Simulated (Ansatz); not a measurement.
**SiNH2 (doublet): from Hartree-Fock to the top rungs, cc-pVTZ**

The task here is to estimate one member of a computed series from the others.

Method: cc-pVTZ, core rule «outside noble gas», up to 6 orbitals frozen; program: Ansatz 0.2.0, Gaussian basis.

The runs, in order: UHF; CCSD(T) on ROHF; CCSD(T) on UHF; BCCD(T) on ROHF; CCSDT(Q) on ROHF; CCSDT(Q) on UHF; CASSCF and MRCISD+Q, 11 electrons in 10 orbitals; CASSCF and NEVPT2, 11 electrons in 10 orbitals.

3 further runs of the same task are left out: 3 set aside as unsound or not needed.

## The system

The geometry is a PBE0/def2-TZVP stationary point (not a proven minimum).

4 atoms, charge 0, spin multiplicity 2.

Atoms are counted from 1 here; the program's logs count them from 0.

Bond lengths: Si1–N2 1.638 Å, Si1–H3 1.482 Å, Si1–H4 1.482 Å. Angles: N2–Si1–H3 122.4°, N2–Si1–H4 122.4°, H3–Si1–H4 115.2°.

The first run:

Input file in.yaml:

```yaml
crystal:
  periodic: [false, false, false]
  atoms:
    - {symbol: Si, position_ang: [0.000000, 0.000000, 0.483733]}
    - {symbol: N, position_ang: [0.000000, 0.000000, -1.153819]}
    - {symbol: H, position_ang: [0.000000, 1.251593, 1.277509]}
    - {symbol: H, position_ang: [0.000000, -1.251594, 1.277509]}
basis:
  gaussian: {orbitals: cc-pVTZ}
magnetization: {spin_polarized: true, initial_magnetization: 1}
hamiltonian: {xc: hf}
output: {orbitals: {seedname: orbitals}}
```

Command:

```bash
$ ansatz run in.yaml --threads 1 --pin off --events-out ev --progress --plain --max-ram 2816MiB --backend cpu
```

Among the steps run: UHF; CCSD(T) on ROHF; CCSD(T) on UHF; BCCD(T) on ROHF; CCSDT(Q) on ROHF; CCSDT(Q) on UHF; CASSCF and MRCISD+Q, 11 electrons in 10 orbitals; CASSCF and NEVPT2, 11 electrons in 10 orbitals.

One table of the session follows, with a row left open; its other results are not shown here.

```
          method  from RCCSDT(Q) (meV)
            ROHF               +9133.3
             UHF               +8733.9
            RMP2               +1217.1
            UMP2               +1716.4
           RCCSD                +476.9
           UCCSD                +475.2
        RCCSD(T)                 +67.2
        UCCSD(T)                 +99.6
         BCCD(T)                 +70.7
          RCCSDT                     ?
          UCCSDT                 +29.1
       RCCSDT(Q)                     0
       UCCSDT(Q)                  -7.6
  CASSCF valence               +6256.8
  NEVPT2 valence               +1260.1
  MRCISD valence                +503.1
MRCISD+Q valence                 +65.1
```

Estimate the missing values for RCCSDT.

**Answer.** from RCCSDT(Q) (meV): +30.4. In the column «from RCCSDT(Q) (meV)» it lies between UCCSDT (+29.1) and MRCISD+Q valence (+65.1).

Among the levels timed on like hardware and quicker than the yardstick, those that no quicker one beats, quickest first: RCCSD(T) (5.5 s, +67.2 meV); MRCISD+Q valence (14 s, +65.1 meV).

With the free atoms at the same levels and basis (separate runs), the atomisation energy is 9.730 eV at RCCSDT(Q), 9.694 eV at RCCSD(T), 9.657 eV at UCCSD(T), 6.020 eV at ROHF.

Limits of these values: Of the multireference levels listed MRCISD+Q valence comes nearest in total energy (+65.1 meV), which doesn't show that its space is the better one. Restricted and unrestricted rows rest on different reference determinants; where their highest levels disagree by more than a few hundredths of an eV, they describe different states and don't form one ladder.
